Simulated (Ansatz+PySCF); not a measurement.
## singlet CO: levels of theory in one basis

```xyz
2

C     0.0000    0.0000   -1.1281
O     0.0000    0.0000    0.8461
```

Basis set: STO-3G (spherical functions). Left uncorrelated: 2 orbitals. Charge 0, multiplicity 1.

Computed with Ansatz (development build ahead of 0.2.0); each method stands on the lowest determinant of its kind that the runs found.

```csv
method,E − E(RHF) (eV),<S²> of the determinant
RHF,0.00,0.00
UHF,-5.52,1.97
RHF-MP2,-1.48,–
UHF-MP2,-5.87,1.97
RHF-CCSD,-1.42,–
UHF-CCSD,-7.17,1.97
RHF-CCSD(T),-1.45,–
UHF-CCSD(T),-7.39,1.97
```

What does full CI (lowest root of this spin) give on the same scale?

-7.61 eV.

At such a shape the full CI root can have another spatial symmetry than the determinants, so the rows needn't describe one state.

Is a single determinant a sound starting point here?

It is doubtful. Unrestricted orbitals lower Hartree–Fock by 5.52 eV and <S²> is 1.97 where a pure state has 0.00, a sign of strong static correlation.

Caution for RHF, RHF-MP2, RHF-CCSD, RHF-CCSD(T): an unrestricted determinant lies well below. Caution for UHF, UHF-MP2, UHF-CCSD, UHF-CCSD(T): the unrestricted determinant is a mixture of spin states. Caution for RHF-MP2, RHF-CCSD, RHF-CCSD(T): bonds are stretched, where a single reference can fail. Caution for RHF-MP2: the program doubts this total. Caution for UHF-MP2, UHF-CCSD, UHF-CCSD(T): large amplitudes, a single reference is doubtful; a plain start can end on a higher determinant.
